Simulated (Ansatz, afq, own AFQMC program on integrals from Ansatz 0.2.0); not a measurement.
# BH₃Cl (doublet): AFQMC on the coupled-cluster ladder at distance Cl1–H2 along a hydrogen transfer = 1.458 Å, cc-pVTZ

How near does AFQMC come to the top of the ladder for BH₃Cl (doublet)?

Computed with Ansatz 0.2.0, Gaussian basis, and an in-house AFQMC program (afq) on its integrals; all values are calculated. Level: cc-pVTZ, frozen cores.

Plan: PBE (unrestricted); r2SCAN (unrestricted); CCSD(T) on UHF; PBE0 (unrestricted); B3LYP (unrestricted); wB97M-V (unrestricted); B2PLYP (unrestricted); Phaseless AFQMC, CISD trial on UHF.

### Step 1. The system

The geometry derives from fragments relaxed apart (PBE0/def2-TZVP) and kept rigid, so it is no stationary point. A hydrogen atom is moved between rigid fragments.

5 atoms, charge 0, spin multiplicity 2.

Atoms are counted from 1 here; the program's logs count them from 0.

Bond lengths: Cl1–H2 1.458 Å, H2–B3 1.305 Å, B3–H4 1.191 Å, B3–H5 1.191 Å. Angles: Cl1–H2–B3 180.0°, H2–B3–H4 115.3°, H2–B3–H5 115.3°, H4–B3–H5 129.4°.

Coordinates:

```xyz
5
charge 0, multiplicity 2
Cl   -0.7697    0.0000    0.0000
H     0.6883    0.0000    0.0000
B     1.9933    0.0000    0.0000
H     2.5024    0.0000    1.0770
H     2.5024    0.0000   -1.0770
```

### Step 2. PBE (unrestricted)

Contents of in.yaml:

```yaml
crystal:
  periodic: [false, false, false]
  atoms:
    - {symbol: Cl, position_ang: [-0.769693, 0.000000, 0.000000]}
    - {symbol: H, position_ang: [0.688307, 0.000000, 0.000000]}
    - {symbol: B, position_ang: [1.993307, 0.000000, 0.000000]}
    - {symbol: H, position_ang: [2.502380, 0.000000, 1.077008]}
    - {symbol: H, position_ang: [2.502380, 0.000000, -1.077008]}
basis:
  gaussian: {orbitals: cc-pVTZ}
magnetization: {spin_polarized: true, initial_magnetization: 1}
hamiltonian: {xc: {name: PBE}}
output: {orbitals: {seedname: orbitals}}
```

Command:

```
ansatz run in.yaml --threads 1 --pin off --events-out ev --progress --plain --max-ram 5632MiB --backend cpu
```

The program printed:

```text
Functional definition: PBE
  name "PBE"
  cite "Perdew, Burke & Ernzerhof, Phys. Rev. Lett. 77, 3865 (1996) doi:10.1103/PhysRevLett.77.3865"
  parent pbe
  parameter kappa = 0.804
  parameter beta = 0.06672455060314922
  exchange = pbe_x(kappa = kappa, mu = beta*pi^2/3)
  correlation = pbe_c(beta = beta)
665 factors; their error is unknown
mean field evaluation 1: about -13237.7215 eV, gradient 1.4e1 eV
mean field evaluation 2: about -13237.4349 eV, gradient 1.5e1 eV
mean field evaluation 4: about -13239.1393 eV, gradient 1.0e0 eV
mean field evaluation 8: about -13239.1447 eV, gradient 1.9e-2 eV
mean field evaluation 16: about -13239.1235 eV, gradient 4.0e-5 eV
mean field -13239.12346273 eV, -486.5288134552 hartree, gradient 4.0e-5 eV, S^2 0.752551; 3 other end points of the search recorded, 0 dependent functions left out
reference -13239.12349786 eV, -486.5288147461 hartree; 13, 12 occupied and 93, 94 virtual orbitals, 665 factors
Total energy: -13239.12349786 eV, -486.5288147461 hartree
```

It took 2.8 s on 1 thread of AMD EPYC 7R13 (Zen 3), shared host; peak memory 1.9 GiB.

From the report: ⟨S²⟩ of the determinant 0.753 (pure doublet: 0.75).

### Step 3. r2SCAN (unrestricted)

in.yaml: that of step 2 with these lines changed.

```diff
@@ -11,3 +11,2 @@
 magnetization: {spin_polarized: true, initial_magnetization: 1}
-hamiltonian: {xc: {name: PBE}}
-output: {orbitals: {seedname: orbitals}}
+hamiltonian: {xc: {name: r2SCAN}}
```

Same command.

The program printed:

```text
Functional definition: r2SCAN
  name "r2SCAN"
  cite "Furness, Kaplan, Ning, Perdew & Sun, J. Phys. Chem. Lett. 11, 8208 (2020) doi:10.1021/acs.jpclett.0c02405"
  cite "Furness, Kaplan, Ning, Perdew & Sun, J. Phys. Chem. Lett. 11, 9248 (2020) doi:10.1021/acs.jpclett.0c03077"
  parent r2scan
  parameter k0 = 0.174
  parameter k1 = 0.065
  parameter a1 = 4.9479
  exchange = r2scan_x(k0 = k0, k1 = k1, a1 = a1)
  correlation = r2scan_c
665 factors; their error is unknown
mean field evaluation 1: about -13243.3144 eV, gradient 1.2e1 eV
mean field evaluation 2: about -13243.4769 eV, gradient 1.1e1 eV
mean field evaluation 4: about -13244.2654 eV, gradient 7.9e-1 eV
mean field evaluation 8: about -13244.2698 eV, gradient 1.8e-2 eV
mean field evaluation 16: about -13244.2478 eV, gradient 6.0e-5 eV
mean field -13244.24779083 eV, -486.7171290395 hartree, gradient 6.0e-5 eV, S^2 0.755626; 0 other end points of the search recorded, 0 dependent functions left out
reference -13244.24780209 eV, -486.7171294531 hartree; 13, 12 occupied and 93, 94 virtual orbitals, 665 factors
Total energy: -13244.24780209 eV, -486.7171294531 hartree
```

Wall time 3.1 s (1 thread of AMD EPYC 7R13 (Zen 3), shared host); peak memory 1.9 GiB.

From the report: ⟨S²⟩ of the determinant 0.756 (pure doublet: 0.75).

### Step 4. CCSD(T) on UHF

in.yaml: that of step 3 with these lines changed.

```diff
@@ -11,2 +11,2 @@
 magnetization: {spin_polarized: true, initial_magnetization: 1}
-hamiltonian: {xc: {name: r2SCAN}}
+correlation: {method: ccsd_t, electrons: outside_noble_gas, hamiltonian_folder: ham}
```

Command:

```
ansatz run in.yaml --threads 1 --pin off --events-out ev --progress --plain --max-ram 16896MiB --backend cuda --devices 0, --max-vram 18GiB
```

The program printed, shortened:

```text
Functional definition: HF
  name "HF"
  cite "Fock, Z. Phys. 61, 126 (1930) doi:10.1007/BF01340294"
  parent pbe
[...]
602 factors; integrals over basis functions are off by at most 1.3e-3 eV
[...]
mean field -13220.72762891 eV, -485.8527790313 hartree, gradient 3.3e-6 eV, S^2 0.773931; 2 other end points of the search recorded, 0 dependent functions left out
determinant -13220.72762891 eV, -485.8527790313 hartree, with singles and doubles -13229.98954437 eV, -486.1931481467 hartree
determinant -13217.99376374 eV, -485.7523113395 hartree, with singles and doubles -13227.19456693 eV, -486.0904346201 hartree
determinant -13217.95072391 eV, -485.7507296551 hartree, with singles and doubles -13227.14917497 eV, -486.0887664963 hartree
6 core orbitals not correlated: weight in the atoms' cores, before any rotation towards them, 1.000 or more for the frozen orbitals, at most 0.000 for the correlated occupied ones
reference -13220.72762891 eV, -485.8527790313 hartree; 7, 6 occupied and 93, 94 virtual orbitals, 602 factors
second order -8.10501667 eV of doubles, -0.00000000 eV of singles
cycle   1  -9.14459758 eV  change   -4.2e-1 eV  update   1.8e-2
[...]
cycle   9  -9.15607780 eV  change    1.4e-6 eV  update   7.7e-6
perturbative correction -0.31174457 eV, -0.0114564015 hartree
Total energy: -13230.19545128 eV, -486.2007150860 hartree
```

It took 6.5 s on 1 × NVIDIA H100 80GB HBM3 with 1 thread of AMD EPYC 7R13 (Zen 3), shared host; peak host memory 1.9 GiB.

From the report: ⟨S²⟩ of the determinant 0.774 (pure doublet: 0.75); correlation -9.4678 eV; T1 0.012; largest double amplitude 0.04.

This run also writes the integrals to the folder ham.

### Step 5. PBE0 (unrestricted)

in.yaml: that of step 4 with these lines changed.

```diff
@@ -11,2 +11,3 @@
 magnetization: {spin_polarized: true, initial_magnetization: 1}
-correlation: {method: ccsd_t, electrons: outside_noble_gas, hamiltonian_folder: ham}
+hamiltonian: {xc: {name: PBE0}}
+output: {orbitals: {seedname: orbitals}}
```

Command:

```
ansatz run in.yaml --threads 1 --pin off --events-out ev --progress --plain --max-ram 5632MiB --backend cpu
```

The program printed:

```text
Functional definition: PBE0
  name "PBE0"
  cite "Adamo & Barone, J. Chem. Phys. 110, 6158 (1999) doi:10.1063/1.478522"
  cite "Perdew, Burke & Ernzerhof, Phys. Rev. Lett. 77, 3865 (1996) doi:10.1103/PhysRevLett.77.3865"
  parent pbe
  parameter a = 0.25
  parameter kappa = 0.804
  parameter beta = 0.06672455060314922
  exchange = (1 - a)*pbe_x(kappa = kappa, mu = beta*pi^2/3) + a*exact_x
  correlation = pbe_c(beta = beta)
691 factors; their error is unknown
mean field evaluation 1: about -13239.8092 eV, gradient 8.7e0 eV
mean field evaluation 2: about -13240.1560 eV, gradient 5.1e0 eV
mean field evaluation 4: about -13240.3030 eV, gradient 6.3e-1 eV
mean field evaluation 8: about -13240.3741 eV, gradient 2.4e-1 eV
mean field evaluation 16: about -13240.3742 eV, gradient 2.4e-5 eV
mean field -13240.37424181 eV, -486.5747787386 hartree, gradient 2.4e-5 eV, S^2 0.755318; 0 other end points of the search recorded, 0 dependent functions left out
reference -13240.37426813 eV, -486.5747797056 hartree; 13, 12 occupied and 93, 94 virtual orbitals, 691 factors
Total energy: -13240.37426813 eV, -486.5747797056 hartree
```

Run time: 1.9 s. Hardware: 1 thread of AMD EPYC 7R13 (Zen 3), shared host; peak memory 1.9 GiB.

From the report: ⟨S²⟩ of the determinant 0.755 (pure doublet: 0.75).

### Step 6. B3LYP (unrestricted)

in.yaml: that of step 5 with these lines changed.

```diff
@@ -11,3 +11,2 @@
 magnetization: {spin_polarized: true, initial_magnetization: 1}
-hamiltonian: {xc: {name: PBE0}}
-output: {orbitals: {seedname: orbitals}}
+hamiltonian: {xc: {name: B3LYP}}
```

Same command.

The program printed, shortened:

```text
Functional definition: B3LYP
  name "B3LYP"
  cite "Stephens, Devlin, Chabalowski & Frisch, J. Phys. Chem. 98, 11623 (1994) doi:10.1021/j100096a001"
  cite "Becke, Phys. Rev. A 38, 3098 (1988) doi:10.1103/PhysRevA.38.3098"
  cite "Lee, Yang & Parr, Phys. Rev. B 37, 785 (1988) doi:10.1103/PhysRevB.37.785"
  cite "Vosko, Wilk & Nusair, Can. J. Phys. 58, 1200 (1980) doi:10.1139/p80-159"
[...]
680 factors; their error is unknown
[...]
mean field -13246.43207814 eV, -486.7974001175 hartree, gradient 1.9e-5 eV, S^2 0.754050; 0 other end points of the search recorded, 0 dependent functions left out
reference -13246.43230286 eV, -486.7974083759 hartree; 13, 12 occupied and 93, 94 virtual orbitals, 680 factors
Total energy: -13246.43230286 eV, -486.7974083759 hartree
```

It took 1.8 s on 1 thread of AMD EPYC 7R13 (Zen 3), shared host; peak memory 1.9 GiB.

From the report: ⟨S²⟩ of the determinant 0.754 (pure doublet: 0.75).

### Step 7. wB97M-V (unrestricted)

in.yaml: that of step 6 with these lines changed.

```diff
@@ -11,2 +11,3 @@
 magnetization: {spin_polarized: true, initial_magnetization: 1}
-hamiltonian: {xc: {name: B3LYP}}
+hamiltonian: {xc: {name: wB97M-V}}
+output: {orbitals: {seedname: orbitals}}
```

Same command.

The program printed, shortened:

```text
Functional definition: wB97M-V
  name "wB97M-V"
  cite "Mardirossian & Head-Gordon, J. Chem. Phys. 144, 214110 (2016) doi:10.1063/1.4952647"
  cite "Becke, J. Chem. Phys. 107, 8554 (1997) doi:10.1063/1.475007"
  cite "Vydrov & Van Voorhis, J. Chem. Phys. 133, 244103 (2010) doi:10.1063/1.3521275"
  # Of w^i u^j: cxij and so on, Table III.
[...]
  gx(w, u) = 1 - cx + cx01*u + cx10*w
  gss(w, u) = css00 + css04*u^4 + css10*w + css20*w^2 + css43*w^4*u^3
  gos(w, u) = cos00 + cos10*w + (cos20 + cos21*u)*w^2 + (cos60 + cos61*u)*w^6
[...]
      + integral(e_c_pw_mod_opposite_spin*gos(b97_w_opposite, b97_u_opposite)) + vv10(b, c)
668 factors; their error is unknown
142 factors; integrals over basis functions are off by at most 6.5e-5 eV
[...]
mean field -13244.13043887 eV, -486.7128164343 hartree, gradient 1.2e-5 eV, S^2 0.753433; 0 other end points of the search recorded, 0 dependent functions left out
reference -13244.13047777 eV, -486.7128178642 hartree; 13, 12 occupied and 93, 94 virtual orbitals, 668 factors
Total energy: -13244.13047777 eV, -486.7128178642 hartree
```

Wall time 6 s (1 thread of AMD EPYC 7R13 (Zen 3), shared host); peak memory 1.9 GiB.

From the report: ⟨S²⟩ of the determinant 0.753 (pure doublet: 0.75).

### Step 8. B2PLYP (unrestricted)

in.yaml: that of step 7 with these lines changed.

```diff
@@ -11,3 +11,3 @@
 magnetization: {spin_polarized: true, initial_magnetization: 1}
-hamiltonian: {xc: {name: wB97M-V}}
-output: {orbitals: {seedname: orbitals}}
+hamiltonian: {xc: {name: B2PLYP}}
+correlation: {electrons: outside_noble_gas}
```

Same command.

The program printed, shortened:

```text
Functional definition: B2PLYP
  name "B2PLYP"
  cite "Grimme, J. Chem. Phys. 124, 034108 (2006) doi:10.1063/1.2148954"
  cite "Becke, Phys. Rev. A 38, 3098 (1988) doi:10.1103/PhysRevA.38.3098"
  cite "Lee, Yang & Parr, Phys. Rev. B 37, 785 (1988) doi:10.1103/PhysRevB.37.785"
[...]
602 factors; integrals over basis functions are off by at most 1.3e-3 eV
[...]
mean field -13238.55869878 eV, -486.5080587628 hartree, gradient 2.2e-6 eV, S^2 0.760020; 0 other end points of the search recorded, 0 dependent functions left out
6 core orbitals not correlated: weight in the atoms' cores, before any rotation towards them, 1.000 or more for the frozen orbitals, at most 0.000 for the correlated occupied ones
reference -13238.55884127 eV, -486.5080639994 hartree; 7, 6 occupied and 93, 94 virtual orbitals, 602 factors
second order -9.89992062 eV of doubles, -0.00000000 eV of singles
Total energy: -13241.23181984 eV, -486.6062941499 hartree
```

It took 2.4 s on 1 thread of AMD EPYC 7R13 (Zen 3), shared host; peak memory 1.9 GiB.

From the report: ⟨S²⟩ of the determinant 0.760 (pure doublet: 0.75).

### Step 9. Phaseless AFQMC, CISD trial on UHF

It reads the integrals that the CCSD(T) run on this determinant wrote.

Command:

```
afq ham --method phaseless --trial cisd --walkers 900 --populations 20 --least-time 60 --time-step 0.005 --steps-per-block 50 --equilibration-blocks 28 --max-blocks 4000 --target-error 0.00021 --factor-cut 1e-05 --start spin_pure --seed 5535 --release-times 0.24,0.51,0.99,1.62,2.4 --release-step 0.03 --release-every 3 --taylor-order 6
```

The program printed:

```text
orbitals 100  electrons 7 6  factors 596 of 602
reference energy -485.85277903 Eh
CCSD correlation -0.33647967 Eh in 11 cycles, weight of the determinant in the CISD state 0.8713
energy of the start -486.188002 Eh
 block  time / (1/Eh)  mean weight  energy / Eh
     1     0.250  1.0001  -486.183806
     2     0.500  0.9998  -486.188362
     3     0.750  0.9999  -486.192789
     4     1.000  0.9997  -486.194907
     5     1.250  1.0003  -486.196527
     6     1.500  1.0001  -486.197986
     7     1.750  1.0002  -486.199524
     8     2.000  1.0002  -486.199991
     9     2.250  0.9996  -486.201113
    10     2.500  0.9997  -486.204263
    11     2.750  1.0006  -486.203568
    16     4.000  0.9996  -486.202430
    21     5.250  0.9999  -486.201420
    26     6.500  0.9995  -486.203494
    31     7.750  0.9993  -486.203704
    36     9.000  1.0002  -486.201435
    41    10.250  0.9998  -486.203384
    46    11.500  0.9998  -486.202727
    51    12.750  0.9995  -486.201509
    56    14.000  1.0009  -486.182067
    61    15.250  0.9979  -486.203176
    66    16.500  1.0003  -486.200475
    71    17.750  0.9990  -486.201542
    76    19.000  0.9991  -486.202748
    81    20.250  0.9996  -486.200887
    86    21.500  0.9998  -486.202575
    91    22.750  0.9995  -486.203585
    96    24.000  1.0000  -486.203138
   101    25.250  0.9993  -486.203577
   106    26.500  0.9990  -486.202219
   111    27.750  1.0003  -486.201241
   116    29.000  1.0003  -486.202228
   121    30.250  0.9991  -486.202596
   126    31.500  1.0002  -486.203788
   131    32.750  0.9992  -486.204021
   136    34.000  1.0003  -486.204399
   141    35.250  1.0007  -486.203393
   146    36.500  0.9999  -486.202828
   151    37.750  0.9998  -486.201090
   156    39.000  1.0001  -486.203050
   161    40.250  0.9999  -486.200585
   166    41.500  1.0001  -486.201347
   171    42.750  1.0002  -486.201197
   176    44.000  0.9996  -486.201889
   181    45.250  1.0003  -486.203107
   186    46.500  0.9996  -486.200397
   191    47.750  1.0002  -486.201568
   196    49.000  1.0004  -486.201775
   201    50.250  1.0003  -486.202975
   206    51.500  1.0003  -486.199738
error from the spread of 20 populations
released: time / (1/Eh)  energy / Eh  error  mean overlap
  0.24  -486.202377  0.000145  0.9954
  0.51  -486.202364  0.000105  0.9928
  0.99  -486.202341  0.000180  0.9862
  1.62  -486.202402  0.000200  0.9744
  2.40  -486.202787  0.000300  0.9502
energy -486.201933 +/- 0.000209 Eh
```

Run time: 3.4 min. Hardware: 1 × NVIDIA H100 80GB HBM3 with 2 threads of AMD EPYC 7R13 (Zen 3), shared host; peak host memory 1.9 GiB.

Energy -13230.2286 ± 0.0057 eV. Caveats: constraint bias not in the error.

### Step 10. AFQMC on the ladder

On the UHF determinant, counted from CCSD(T) (a yardstick, not exact):

| level | energy (eV) | from CCSD(T) (kJ/mol) | statistical error (kJ/mol) | time |
| --- | --- | --- | --- | --- |
| HF | -13220.7276 | +913.5 |  |  |
| MP2 | -13228.8326 | +131.5 |  |  |
| CCSD | -13229.8837 | +30.1 |  |  |
| CCSD(T) | -13230.1955 | 0.0 |  |  |
| Phaseless AFQMC, CISD trial, step 0.005, 900 walkers | -13230.2286 | -3.2 | 0.5 | 3.4 min |

The functionals' totals stand on their own zeros and serve differences with other points: PBE -13239.123 eV; r2SCAN -13244.248 eV; PBE0 -13240.374 eV; B3LYP -13246.432 eV; wB97M-V -13244.130 eV; B2PLYP -13241.232 eV.

### Step 11. Summary of results

| quantity | value |
| --- | --- |
| Phaseless AFQMC, CISD trial on UHF from CCSD(T) | -3.2 ± 0.5 kJ/mol |

What this shows: On UHF the phaseless walk with the CISD trial lies -3.2 kJ/mol from CCSD(T), 6 times its error bar. Error bars are statistical and leave out the constraint, the time step and what remains of the start.
